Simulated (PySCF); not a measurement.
2-methoxypropane, C₄H₁₀O.
Geometry (GFN2-xTB, Å), atoms numbered from 1 in this order:
```
atom  x, y, z in Å
C1     2.0133   -0.3560   -0.1633
O2     0.9066    0.4155   -0.5447
C3    -0.2497    0.2518    0.2598
C4    -1.1942    1.3936   -0.1033
C5    -0.9276   -1.1039    0.0436
H6     2.2477   -0.2180    0.9004
H7     2.8512   -0.0061   -0.7643
H8     1.8606   -1.4246   -0.3540
H9     0.0409    0.3400    1.3222
H10   -0.6965    2.3474    0.0475
H11   -2.0870    1.3554    0.5142
H12   -1.4757    1.3138   -1.1497
H13   -1.1511   -1.2371   -1.0120
H14   -1.8542   -1.1439    0.6093
H15   -0.2886   -1.9199    0.3725
```

Computed with TDDFT B3LYP/def2-SVPD, vertical, gas phase, core orbitals frozen in the response (PySCF 2.14.0, density-fitted response routines).

Ground-to-excited transition dipoles (e·a0, same axes as the geometry; the sign carries no meaning), for the states with f of 0.002 or more among the lowest 7:

```tsv
state	E (eV)	μx	μy	μz
S1	6.661	-0.039	0.016	0.241
S2	7.305	0.179	0.219	0.101
S3	7.537	-0.249	-0.062	-0.299
S4	7.816	0.106	0.007	-0.311
S5	8.118	0.038	0.128	0.174
S6	8.156	-0.076	0.028	0.101
S7	8.704	-0.036	0.224	-0.058
```

(1) What oscillator strength does each state have?

(2) What angle do the transition dipoles of S3 and S4 make?

(3) How is the summed strength of these states shared among x, y and z?

Results:

(1) f = (2/3) ΔE |μ|² with ΔE in hartree (27.2114 eV).

| state | \|μ\|² (au) | \|μ\| (D) | f |
| --- | --- | --- | --- |
| S1 | 0.060 | 0.62 | 0.010 |
| S2 | 0.090 | 0.76 | 0.016 |
| S3 | 0.155 | 1.00 | 0.029 |
| S4 | 0.108 | 0.83 | 0.021 |
| S5 | 0.048 | 0.56 | 0.010 |
| S6 | 0.017 | 0.33 | 0.003 |
| S7 | 0.055 | 0.60 | 0.012 |

(2) |cos θ| = |μa·μb| / (|μa| |μb|) = 0.51, so θ ≈ 59° (taken between 0 and 90°, since the signs are arbitrary).

(3) (2/3) Σ ΔE μα² gives 0.021 for x, 0.024 for y and 0.055 for z, 0.100 in all.

One conformer stands for the species.

Without π bonds the low states may be Rydberg-like; a valence basis with one diffuse set may place them up to an eV too high.
